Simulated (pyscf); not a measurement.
Optimised with ωB97X-D3(BJ)/def2-SVP in PySCF.

**Question.** For H₃C–GeH₃ + H• → H₃C–GeH₂• + H₂, a hydrogen abstraction (doublet surface; Ge–H broken, H–H formed), PBE/def2-TZVP gives ΔE‡ = -0.7 kcal/mol and ΔE = -18.9 kcal/mol (zero: the separated reactants). In which direction and how far do r²SCAN/def2-TZVP, PBE0-D3(BJ)/def2-TZVP, ωB97M-D3(BJ)/def2-TZVP move these?

**Answer.** r²SCAN: ΔE‡ = -2.2 kcal/mol, ΔE = -20.3 kcal/mol; PBE0-D3(BJ): ΔE‡ = 0.6 kcal/mol, ΔE = -17.5 kcal/mol; ωB97M-D3(BJ): ΔE‡ = 2.9 kcal/mol, ΔE = -19.0 kcal/mol. PBE's barrier lies among them. Its reaction energy lies among theirs. At PBE, r²SCAN this geometry lies under the reactants; that is no barrier but a single point on another level's saddle; such a level's own saddle, if it has one, lies nearer that side and is low. One saddle was located; it need not be the lowest between these sides. The angle at the transferred H is 177°. Elements up to Kr have no core potential and no relativistic terms here.
